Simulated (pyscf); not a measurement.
## Elimination: `[CH3][OH]` → `[CH2]=[O]` + `[H][H]`

Gas phase, singlet surface, charge 0. Bonds broken: C1–H3, O2–H6. Bonds formed: H3–H6. PySCF, gas phase, ωB97X-D3(BJ)/def2-SVP geometries.

Transition state (Å):

```xyz
6

C     -1.2937    -0.1393     0.1505
O     -0.9843     0.9604     0.7895
H     -0.3068    -0.3196    -0.9059
H     -2.1678    -0.1708    -0.5418
H     -1.1099    -1.1384     0.6116
H     -0.2536     0.4577    -0.3028
```

One imaginary mode, 2272i cm⁻¹; descent along it reached the two sides named.

| bond | change | reactant side (Å) | saddle | product side |
|---|---|---|---|---|
| C1–H3 | breaks | 1.108 | 1.457 | 4.4 |
| O2–H6 | breaks | 0.963 | 1.407 | 2.6 |
| H3–H6 | forms | 2.357 | 0.985 | 0.760 |

Electronic energies relative to the reactant's lowest minimum found (kcal/mol):

```
level                   barrier  reaction energy  reverse barrier
----------------------  -------  ---------------  ---------------
ωB97X-D3(BJ)/def2-TZVP     95.7            +29.3             66.4
PBE/def2-TZVP              85.6            +27.7             57.8
r²SCAN/def2-TZVP           89.6            +29.1             60.5
B3LYP-D3(BJ)/def2-TZVP     92.6            +26.9             65.7
PBE0-D3(BJ)/def2-TZVP      91.9            +32.0             60.0
M06-2X/def2-TZVP           96.5            +30.0             66.5
ωB97M-D3(BJ)/def2-TZVP     94.8            +28.7             66.2
HF/def2-TZVP              107.6            +27.2             80.5
```

With ωB97M-D3(BJ)/def2-TZVP energies and thermal terms (ideal gas, 1 atm, RRHO with modes under 100 cm⁻¹ raised to 100, one conformer, R ln 2 for chiral ones without a mode under 150 cm⁻¹), in kcal/mol:

```tsv
T (K)	ΔH‡	ΔG‡	ΔH	ΔG
298	89.1	89.4	+21.3	+13.3
600	88.9	89.8	+22.2	+4.8
900	88.8	90.3	+22.4	-4.0
1200	88.7	90.8	+22.3	-12.7
```

One saddle was located; it need not be the lowest between these sides.
